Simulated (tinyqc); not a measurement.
CCD on RHF in the sto-3g basis, frozen core, for H2F+, spin multiplicity 1, step by step (part 1 of 2). Computed by tinyqc, a small Python program that keeps every step (integrals from PySCF). Settings: charge = 1, multiplicity = 1, basis = sto-3g, method = RHF, frozen orbitals = 1, energy threshold = 1e-10, iteration cap = 57, orthogonalisation = symmetric, start = atomic densities, DIIS depth = 6, amplitude equations = CCD, DIIS depth for amplitudes = 0, cap on updates = 67. Command: `OMP_NUM_THREADS=1 python tinyqc.py 22485 22486 out.jsonl` (the two numbers bound the seeds that draw the settings). One thread of a shared host (Intel(R) Xeon(R) Processor @ 2.60GHz), about 0.1 s of CPU time with the checks. Later iterations appear only in the table of the cycle.

## One-electron integrals

Geometry (angstrom):
```
atom       x        y       z
F     0.0000   0.0000  0.0000
H     0.0000   0.9040  0.5190
H     0.0000  -0.9040  0.5190
```

Basis sto-3g: exponents (1/bohr^2) and contraction coefficients of normalised primitives:
```
element  l (shell)  exponent  coefficient
F            s (1)  166.6791       0.1543
F            s (1)   30.3608       0.5353
F            s (1)    8.2168       0.4446
F            s (2)    6.4648      -0.1000
F            s (2)    1.5023       0.3995
F            s (2)    0.4886       0.7001
F            p (3)    6.4648       0.1559
F            p (3)    1.5023       0.6077
F            p (3)    0.4886       0.3920
H            s (1)    3.4253       0.1543
H            s (1)    0.6239       0.5353
H            s (1)    0.1689       0.4446
```

Overlap, kinetic and nuclear-attraction integrals over the contracted functions; the nuclear repulsion is the sum of Za Zb / Rab.

nuclear repulsion = 9.430523 hartree

overlap S, lower triangle:
```
         1F 1s   1F 2s  1F 2px   1F 2py  1F 2pz   2H 1s   3H 1s
1F 1s   1.0000
1F 2s   0.2380  1.0000
1F 2px  0.0000  0.0000  1.0000
1F 2py  0.0000  0.0000  0.0000   1.0000
1F 2pz  0.0000  0.0000  0.0000   0.0000  1.0000
2H 1s   0.0366  0.3693  0.0000   0.2637  0.1514  1.0000
3H 1s   0.0366  0.3693  0.0000  -0.2637  0.1514  0.1621  1.0000
```

kinetic energy T (hartree), lower triangle:
```
          1F 1s   1F 2s  1F 2px   1F 2py  1F 2pz    2H 1s   3H 1s
1F 1s   36.9846
1F 2s   -0.2129  1.0380
1F 2px   0.0000  0.0000  3.2480
1F 2py   0.0000  0.0000  0.0000   3.2480
1F 2pz   0.0000  0.0000  0.0000   0.0000  3.2480
2H 1s   -0.0062  0.0713  0.0000   0.1609  0.0924   0.7600
3H 1s   -0.0062  0.0713  0.0000  -0.1609  0.0924  -0.0064  0.7600
```

nuclear attraction V (hartree), lower triangle:
```
           1F 1s     1F 2s    1F 2px    1F 2py    1F 2pz    2H 1s    3H 1s
1F 1s   -78.0249
1F 2s    -9.4184  -12.5535
1F 2px    0.0000    0.0000  -12.4038
1F 2py    0.0000    0.0000    0.0000  -12.5316
1F 2pz   -0.0116   -0.1423    0.0000    0.0000  -12.4459
2H 1s    -1.4887   -3.4825    0.0000   -2.1535   -1.2721  -5.9691
3H 1s    -1.4887   -3.4825    0.0000    2.1535   -1.2721  -1.1179  -5.9691
```

core Hamiltonian H = T + V (hartree), lower triangle:
```
           1F 1s     1F 2s   1F 2px   1F 2py   1F 2pz    2H 1s    3H 1s
1F 1s   -41.0403
1F 2s    -9.6313  -11.5155
1F 2px    0.0000    0.0000  -9.1558
1F 2py    0.0000    0.0000   0.0000  -9.2835
1F 2pz   -0.0116   -0.1423   0.0000   0.0000  -9.1979
2H 1s    -1.4949   -3.4112   0.0000  -1.9926  -1.1798  -5.2090
3H 1s    -1.4949   -3.4112   0.0000   1.9926  -1.1798  -1.1243  -5.2090
```

## Two-electron integrals

Functions are numbered as in S; the eight-fold symmetry (ij|kl) = (ji|kl) = (kl|ij) leaves the list below.

Two-electron integrals (ij|kl) in chemists' order, unique and non-zero (hartree):
```
(11|11) 5.4035      (21|11) 0.8419      (21|21) 0.1563      (22|11) 1.2680
(22|21) 0.2923      (22|22) 0.9262      (31|31) 0.0280      (32|31) 0.0432
(32|32) 0.2046      (33|11) 1.2645      (33|21) 0.2924      (33|22) 0.9260
(33|33) 0.9975      (41|41) 0.0280      (42|41) 0.0432      (42|42) 0.2046
(43|43) 0.0538      (44|11) 1.2645      (44|21) 0.2924      (44|22) 0.9260
(44|33) 0.8900      (44|44) 0.9975      (51|51) 0.0280      (52|51) 0.0432
(52|52) 0.2046      (53|53) 0.0538      (54|54) 0.0538      (55|11) 1.2645
(55|21) 0.2924      (55|22) 0.9260      (55|33) 0.8900      (55|44) 0.8900
(55|55) 0.9975      (61|11) 0.1315      (61|21) 0.0242      (61|22) 0.0450
(61|33) 0.0449      (61|41) 0.0009      (61|42) 0.0016      (61|44) 0.0451
(61|51) 4.95e-04    (61|52) 0.0009      (61|54) 9.29e-05    (61|55) 0.0450
(61|61) 0.0038      (62|11) 0.3358      (62|21) 0.0785      (62|22) 0.2777
(62|33) 0.2736      (62|41) 0.0046      (62|42) 0.0364      (62|44) 0.2826
(62|51) 0.0027      (62|52) 0.0209      (62|54) 0.0052      (62|55) 0.2766
(62|61) 0.0123      (62|62) 0.1028      (63|31) 0.0082      (63|32) 0.0486
(63|43) 0.0076      (63|53) 0.0044      (63|63) 0.0152      (64|11) 0.1992
(64|21) 0.0472      (64|22) 0.1786      (64|33) 0.1710      (64|41) 0.0106
(64|42) 0.0707      (64|44) 0.1918      (64|51) 0.0014      (64|52) 0.0127
(64|54) 0.0076      (64|55) 0.1728      (64|61) 0.0077      (64|62) 0.0811
(64|64) 0.0787      (65|11) 0.1144      (65|21) 0.0271      (65|22) 0.1025
(65|33) 0.0982      (65|41) 0.0014      (65|42) 0.0127      (65|44) 0.1014
(65|51) 0.0090      (65|52) 0.0559      (65|54) 0.0095      (65|55) 0.1080
(65|61) 0.0044      (65|62) 0.0466      (65|64) 0.0365      (65|65) 0.0361
(66|11) 0.4941      (66|21) 0.1173      (66|22) 0.4792      (66|33) 0.4629
(66|41) 0.0086      (66|42) 0.0955      (66|44) 0.4992      (66|51) 0.0050
(66|52) 0.0548      (66|54) 0.0209      (66|55) 0.4749      (66|61) 0.0186
(66|62) 0.2284      (66|64) 0.2094      (66|65) 0.1202      (66|66) 0.7746
(71|11) 0.1315      (71|21) 0.0242      (71|22) 0.0450      (71|33) 0.0449
(71|41) -0.0009     (71|42) -0.0016     (71|44) 0.0451      (71|51) 4.95e-04
(71|52) 0.0009      (71|54) -9.29e-05   (71|55) 0.0450      (71|61) 0.0037
(71|62) 0.0120      (71|64) 0.0069      (71|65) 0.0043      (71|66) 0.0178
(71|71) 0.0038      (72|11) 0.3358      (72|21) 0.0785      (72|22) 0.2777
(72|33) 0.2736      (72|41) -0.0046     (72|42) -0.0364     (72|44) 0.2826
(72|51) 0.0027      (72|52) 0.0209      (72|54) -0.0052     (72|55) 0.2766
(72|61) 0.0120      (72|62) 0.0825      (72|64) 0.0450      (72|65) 0.0361
(72|66) 0.1477      (72|71) 0.0123      (72|72) 0.1028      (73|31) 0.0082
(73|32) 0.0486      (73|43) -0.0076     (73|53) 0.0044      (73|63) 0.0117
(73|73) 0.0152      (74|11) -0.1992     (74|21) -0.0472     (74|22) -0.1786
(74|33) -0.1710     (74|41) 0.0106      (74|42) 0.0707      (74|44) -0.1918
(74|51) -0.0014     (74|52) -0.0127     (74|54) 0.0076      (74|55) -0.1728
(74|61) -0.0069     (74|62) -0.0450     (74|64) -0.0132     (74|65) -0.0193
(74|66) -0.0734     (74|71) -0.0077     (74|72) -0.0811     (74|74) 0.0787
(75|11) 0.1144      (75|21) 0.0271      (75|22) 0.1025      (75|33) 0.0982
(75|41) -0.0014     (75|42) -0.0127     (75|44) 0.1014      (75|51) 0.0090
(75|52) 0.0559      (75|54) -0.0095     (75|55) 0.1080      (75|61) 0.0043
(75|62) 0.0361      (75|64) 0.0193      (75|65) 0.0274      (75|66) 0.0713
(75|71) 0.0044      (75|72) 0.0466      (75|74) -0.0365     (75|75) 0.0361
(76|11) 0.1028      (76|21) 0.0243      (76|22) 0.0935      (76|33) 0.0919
(76|44) 0.0939      (76|51) 0.0013      (76|52) 0.0125      (76|55) 0.0946
(76|61) 0.0038      (76|62) 0.0341      (76|64) 0.0236      (76|65) 0.0176
(76|66) 0.0798      (76|71) 0.0038      (76|72) 0.0341      (76|74) -0.0236
(76|75) 0.0176      (76|76) 0.0140      (77|11) 0.4941      (77|21) 0.1173
(77|22) 0.4792      (77|33) 0.4629      (77|41) -0.0086     (77|42) -0.0955
(77|44) 0.4992      (77|51) 0.0050      (77|52) 0.0548      (77|54) -0.0209
(77|55) 0.4749      (77|61) 0.0178      (77|62) 0.1477      (77|64) 0.0734
(77|65) 0.0713      (77|66) 0.2907      (77|71) 0.0186      (77|72) 0.2284
(77|74) -0.2094     (77|75) 0.1202      (77|76) 0.0798      (77|77) 0.7746
```

## Orthogonalisation

S = U s U^T; symmetric (Loewdin) form X = U s^(-1/2) U^T, so that X^T S X = 1.

eigenvalues of S: 0.4744  0.5374  0.9091  1.0000  1.0775  1.3006  1.7011

X, lower triangle:
```
          1F 1s    1F 2s  1F 2px   1F 2py   1F 2pz    2H 1s   3H 1s
1F 1s    1.0237
1F 2s   -0.1359   1.1417
1F 2px   0.0000   0.0000  1.0000
1F 2py   0.0000   0.0000  0.0000   1.0688
1F 2pz  -0.0050   0.0479  0.0000   0.0000   1.0192
2H 1s    0.0176  -0.2056  0.0000  -0.1684  -0.0827   1.1092
3H 1s    0.0176  -0.2056  0.0000   0.1684  -0.0827  -0.0630  1.1092
```

## Starting guess

The start is atomic minimal-basis densities projected into this basis (PySCF's MINAO start) and scaled to the electron count of each spin; this density is not idempotent, so its energy is not variational and may lie below the converged one.

D at the start, lower triangle:
```
          1F 1s    1F 2s  1F 2px   1F 2py  1F 2pz   2H 1s   3H 1s
1F 1s    1.9550
1F 2s   -0.4535   1.9173
1F 2px   0.0000   0.0000  1.4846
1F 2py   0.0000   0.0000  0.0000   1.3176
1F 2pz   0.0120  -0.0665  0.0000   0.0000  1.4379
2H 1s   -0.0124   0.0367  0.0000   0.1512  0.0665  0.9188
3H 1s   -0.0124   0.0367  0.0000  -0.1512  0.0665  0.0425  0.9188
```

## Iteration 1: building the Fock matrix

J_ij = sum D_kl (ij|kl), K_ij = sum D_kl (ik|jl); F = H + J - 0.5 K; E = tr D H + tr D J / 2 - 0.25 tr D K + E_nn.

Coulomb J (hartree), lower triangle:
```
          1F 1s   1F 2s  1F 2px   1F 2py  1F 2pz   2H 1s   3H 1s
1F 1s   18.7032
1F 2s    3.5682  8.9780
1F 2px   0.0000  0.0000  8.9413
1F 2py   0.0000  0.0000  0.0000   9.0050
1F 2pz   0.0078  0.1012  0.0000   0.0000  8.9626
2H 1s    0.5529  2.7019  0.0000   1.7485  1.0316  4.9220
3H 1s    0.5529  2.7019  0.0000  -1.7485  1.0316  0.9244  4.9220
```

exchange K (hartree), lower triangle:
```
          1F 1s   1F 2s  1F 2px   1F 2py  1F 2pz   2H 1s   3H 1s
1F 1s   10.2235
1F 2s    1.7698  2.9439
1F 2px   0.0000  0.0000  2.0783
1F 2py   0.0000  0.0000  0.0000   2.1506
1F 2pz   0.0085  0.0754  0.0000   0.0000  2.1037
2H 1s    0.3051  1.0662  0.0000   0.5962  0.3733  1.1900
3H 1s    0.3051  1.0662  0.0000  -0.5962  0.3733  0.3584  1.1900
```

Fock matrix F (hartree), lower triangle:
```
           1F 1s    1F 2s   1F 2px   1F 2py   1F 2pz    2H 1s    3H 1s
1F 1s   -27.4489
1F 2s    -6.9480  -4.0096
1F 2px    0.0000   0.0000  -1.2537
1F 2py    0.0000   0.0000   0.0000  -1.3539
1F 2pz   -0.0081  -0.0788   0.0000   0.0000  -1.2872
2H 1s    -1.0946  -1.2424   0.0000  -0.5421  -0.3347  -0.8820
3H 1s    -1.0946  -1.2424   0.0000   0.5421  -0.3347  -0.3791  -0.8820
```

total energy of this density = -94.045607 hartree

This density is the starting one; it is not idempotent, so its energy is not variational and may lie below the converged one.

## Iteration 1: diagonalisation and new density

Diagonalise F' = X^T F X, C = X C', fill 5 alpha and 5 beta electrons from the bottom; D = 2 C_occ C_occ^T. Each column has its largest component positive (the first on a tie).

F' = X^T F X (hartree), lower triangle:
```
          1        2        3        4        5        6        7
1  -26.9734
2   -3.4515  -2.6377
3    0.0000   0.0000  -1.2537
4    0.0000   0.0000   0.0000  -1.1848
5   -0.0229   0.0257   0.0000   0.0000  -1.2377
6   -0.1368  -0.4962   0.0000  -0.3671  -0.1940  -0.4473
7   -0.1368  -0.4962   0.0000   0.3671  -0.1940  -0.1074  -0.4473
```

orbital energies (hartree): MO1 -27.4566, MO2 -2.4032, MO3 -1.4317, MO4 -1.3055, MO5 -1.2537, MO6 -0.2381, MO7 -0.0931

coefficients C:
```
            MO1      MO2      MO3      MO4     MO5      MO6      MO7
1F 1s    0.9953  -0.2538   0.0000   0.0370  0.0000   0.1031   0.0000
1F 2s    0.0199   0.9782   0.0000  -0.1834  0.0000  -0.6465   0.0000
1F 2px   0.0000   0.0000   0.0000   0.0000  1.0000   0.0000   0.0000
1F 2py   0.0000   0.0000   0.8630   0.0000  0.0000   0.0000  -0.6740
1F 2pz   0.0013   0.0641   0.0000   0.9495  0.0000  -0.3859   0.0000
2H 1s   -0.0031   0.0587   0.2039   0.1153  0.0000   0.7616   0.8209
3H 1s   -0.0031   0.0587  -0.2039   0.1153  0.0000   0.7616  -0.8209
```

D after iteration 1, lower triangle:
```
          1F 1s    1F 2s  1F 2px   1F 2py  1F 2pz    2H 1s   3H 1s
1F 1s    2.1129
1F 2s   -0.4704   1.9816
1F 2px   0.0000   0.0000  2.0000
1F 2py   0.0000   0.0000  0.0000   1.4894
1F 2pz   0.0403  -0.2228  0.0000   0.0000  1.8115
2H 1s   -0.0273   0.0723  0.0000   0.3519  0.2265   0.1167
3H 1s   -0.0273   0.0723  0.0000  -0.3519  0.2265  -0.0497  0.1167
```

## Iteration 8 (converged): orbitals

converged F (hartree), lower triangle:
```
           1F 1s    1F 2s   1F 2px   1F 2py   1F 2pz    2H 1s    3H 1s
1F 1s   -26.5777
1F 2s    -6.7793  -3.6017
1F 2px    0.0000   0.0000  -1.0142
1F 2py    0.0000   0.0000   0.0000  -0.9477
1F 2pz   -0.0210  -0.0939   0.0000   0.0000  -0.9757
2H 1s    -1.0610  -1.1104   0.0000  -0.5310  -0.3556  -0.7891
3H 1s    -1.0610  -1.1104   0.0000   0.5310  -0.3556  -0.3016  -0.7891
```

As before.

F' = X^T F X (hartree), lower triangle:
```
          1        2        3        4        5        6        7
1  -26.0985
2   -3.4392  -2.2480
3    0.0000   0.0000  -1.0142
4    0.0000   0.0000   0.0000  -0.7279
5   -0.0383   0.0339   0.0000   0.0000  -0.9074
6   -0.1251  -0.4603   0.0000  -0.4287  -0.2475  -0.3703
7   -0.1251  -0.4603   0.0000   0.4287  -0.2475  -0.0658  -0.3703
```

orbital energies (hartree): MO1 -26.5873, MO2 -2.0143, MO3 -1.1583, MO4 -1.0350, MO5 -1.0142, MO6 -0.0535, MO7 0.1259

coefficients C:
```
            MO1      MO2      MO3      MO4     MO5      MO6      MO7
1F 1s    0.9947  -0.2510   0.0000   0.0592  0.0000   0.1054   0.0000
1F 2s    0.0225   0.9518   0.0000  -0.2969  0.0000  -0.6436   0.0000
1F 2px   0.0000   0.0000   0.0000   0.0000  1.0000   0.0000   0.0000
1F 2py   0.0000   0.0000   0.7336   0.0000  0.0000   0.0000   0.8129
1F 2pz   0.0020   0.0892   0.0000   0.8951  0.0000  -0.4955   0.0000
2H 1s   -0.0039   0.0845   0.3426   0.2001  0.0000   0.7413  -0.7733
3H 1s   -0.0039   0.0845  -0.3426   0.2001  0.0000   0.7413   0.7733
```

D after iteration 8, lower triangle:
```
          1F 1s    1F 2s  1F 2px   1F 2py  1F 2pz    2H 1s   3H 1s
1F 1s    2.1120
1F 2s   -0.4681   1.9892
1F 2px   0.0000   0.0000  2.0000
1F 2py   0.0000   0.0000  0.0000   1.0764
1F 2pz   0.0652  -0.3616  0.0000   0.0000  1.6183
2H 1s   -0.0266   0.0418  0.0000   0.5027  0.3733   0.3291
3H 1s   -0.0266   0.0418  0.0000  -0.5027  0.3733  -0.1403  0.3291
```

## Convergence

Stop when the energy changes by less than 1e-10 hartree and every element of the error matrix X^T (F D S - S D F) X is below 3e-06.

Course of the cycle:
```
iteration  E (hartree)     change  largest element of the error matrix
1           -94.045607          -                             1.06e+00
2           -98.746381  -4.70e+00                             2.98e-01
3           -98.851683  -1.05e-01                             2.37e-02
4           -98.852550  -8.67e-04                             6.26e-03
5           -98.852580  -3.06e-05                             1.12e-04
6           -98.852581  -3.13e-08                             5.50e-05
7           -98.852581  -8.80e-09                             3.91e-06
8           -98.852581  -2.55e-11                             2.04e-08
```

PySCF RHF in the same basis = -98.852581 hartree

Converged in 8 iterations.

## Populations, bond orders and dipole

Mulliken: Z minus the diagonal of D S on the atom; Loewdin: the same with S^(1/2) D S^(1/2); Mayer order: 2 sum_s sum (D(s) S)_ij (D(s) S)_ji over the two atoms.

Charges (e):
```
atom  Mulliken  Loewdin
1F      0.0198   0.1559
2H      0.4901   0.4220
3H      0.4901   0.4220
```

Mayer bond orders:
```
pair   order
2-1   0.7378
3-1   0.7378
3-2   0.0221
```

dipole moment about the origin, x y z (debye): 0.0000  0.0000  2.8346

## Integrals over molecular orbitals

(pq|rs) = sum C_ip C_jq C_kr C_ls (ij|kl), one index at a time.

one-electron integrals over orbitals h = C^T H C (hartree), lower triangle:
```
          1        2        3        4        5        6        7
1  -41.0223
2    0.6944  -9.6092
3    0.0000   0.0000  -7.9587
4   -0.1526   0.3262   0.0000  -8.7280
5    0.0000   0.0000   0.0000   0.0000  -9.1558
6   -0.2810   1.3342   0.0000   1.3271   0.0000  -5.4515
7    0.0000   0.0000  -2.2205   0.0000   0.0000   0.0000  -6.0095
```

Two-electron integrals over orbitals (pq|rs), unique and non-zero (hartree); the lowest 1 orbital is frozen and left out:
```
(22|22) 0.8567     (32|32) 0.1559     (33|22) 0.7485     (33|33) 0.7223
(42|22) -0.0006    (42|33) -0.0050    (42|42) 0.1635     (43|32) 0.0079
(43|43) 0.0469     (44|22) 0.8232     (44|33) 0.7086     (44|42) -0.0862
(44|44) 0.9006     (52|52) 0.1824     (53|53) 0.0374     (54|52) -0.0312
(54|54) 0.0538     (55|22) 0.8810     (55|33) 0.7380     (55|42) -0.0476
(55|44) 0.8407     (55|55) 0.9975     (62|22) -0.1412    (62|33) -0.0854
(62|42) -0.0408    (62|44) -0.1071    (62|55) -0.1487    (62|62) 0.0725
(63|32) 0.0292     (63|43) 0.0186     (63|63) 0.0730     (64|22) -0.1362
(64|33) -0.0786    (64|42) 3.51e-04   (64|44) -0.1440    (64|55) -0.1399
(64|62) 0.0594     (64|64) 0.0684     (65|52) -0.0532    (65|54) -0.0075
(65|65) 0.0253     (66|22) 0.5558     (66|33) 0.5441     (66|42) 0.0646
(66|44) 0.5254     (66|55) 0.5338     (66|62) -0.0460    (66|64) -0.0246
(66|66) 0.5348     (72|32) 0.0677     (72|43) -0.0207    (72|63) -0.0261
(72|72) 0.0577     (73|22) 0.2138     (73|33) 0.1631     (73|42) -0.0531
(73|44) 0.2084     (73|55) 0.2353     (73|62) -0.0719    (73|64) -0.0814
(73|66) 0.0164     (73|73) 0.1625     (74|32) -0.0521    (74|43) 0.0099
(74|63) -0.0416    (74|72) -0.0115    (74|74) 0.0458     (75|53) 0.0258
(75|75) 0.0205     (76|32) -0.0958    (76|43) -0.0464    (76|63) -0.0897
(76|72) 0.0036     (76|74) 0.0573     (76|76) 0.1642     (77|22) 0.6122
(77|33) 0.6110     (77|42) 0.0047     (77|44) 0.5923     (77|55) 0.6019
(77|62) -0.0457    (77|64) -0.0318    (77|66) 0.5308     (77|73) 0.0765
(77|77) 0.5740
```

## CCD: starting amplitudes

t_ij^ab = <ij||ab> / (e_i + e_j - e_a - e_b), whose energy is MP2.

Starting amplitudes (spin orbitals 1a, 1b, ...; amplitudes related by a flip of all spins are not repeated):
```
from      to        t
3a 3b  7a 7b  -0.0633
3a 4b  6b 7a  -0.0359
4a 4b  6a 6b  -0.0348
3a 3b  6a 6b  -0.0330
2a 3b  6a 7b   0.0221
2a 4b  6a 6b  -0.0202
4a 4b  7a 7b  -0.0197
2a 2b  6a 6b  -0.0185
3a 4b  6a 7b   0.0183
3a 4a  6a 7a  -0.0176
2a 3a  6a 7a   0.0141
2a 2b  7a 7b  -0.0135
5a 5b  6a 6b  -0.0132
5a 5b  7a 7b  -0.0090
2a 3b  6b 7a  -0.0081
2a 4b  7a 7b   0.0035
```

correlation energy = -0.034763 hartree

## CCD: amplitude update 1

t_ij^ab D_ij^ab are set to the remaining terms of the spin-orbital equations, evaluated with the old amplitudes; for the doubles these are <ij||ab> + 1/2 <ab||ef> t_ij^ef + 1/2 <mn||ij> t_mn^ab + P(ij)P(ab) <mb||ej> t_im^ae + terms in t^2, D the orbital-energy denominators.

Amplitudes after update 1 (spin orbitals 1a, 1b, ...; amplitudes related by a flip of all spins are not repeated):
```
from      to        t
3a 3b  7a 7b  -0.0784
3a 4b  6b 7a  -0.0442
3a 3b  6a 6b  -0.0421
4a 4b  6a 6b  -0.0410
2a 3b  6a 7b   0.0272
3a 4b  6a 7b   0.0262
2a 4b  6a 6b  -0.0260
4a 4b  7a 7b  -0.0234
2a 2b  6a 6b  -0.0186
3a 4a  6a 7a  -0.0180
2a 3a  6a 7a   0.0145
2a 2b  7a 7b  -0.0135
5a 5b  6a 6b  -0.0134
2a 3b  6b 7a  -0.0127
5a 5b  7a 7b  -0.0084
2a 4b  7a 7b   0.0025
```

correlation energy = -0.042197 hartree

## CCD: amplitude update 2

As before.

Amplitudes after update 2 (spin orbitals 1a, 1b, ...; amplitudes related by a flip of all spins are not repeated):
```
from      to        t
3a 3b  7a 7b  -0.0828
3a 4b  6b 7a  -0.0463
3a 3b  6a 6b  -0.0449
4a 4b  6a 6b  -0.0431
3a 4b  6a 7b   0.0293
2a 3b  6a 7b   0.0283
2a 4b  6a 6b  -0.0275
4a 4b  7a 7b  -0.0243
2a 2b  6a 6b  -0.0185
3a 4a  6a 7a  -0.0169
2a 3b  6b 7a  -0.0144
2a 3a  6a 7a   0.0139
5a 5b  6a 6b  -0.0133
2a 2b  7a 7b  -0.0132
5a 5b  7a 7b  -0.0079
2a 4b  7a 7b   0.0020
```

correlation energy = -0.044111 hartree
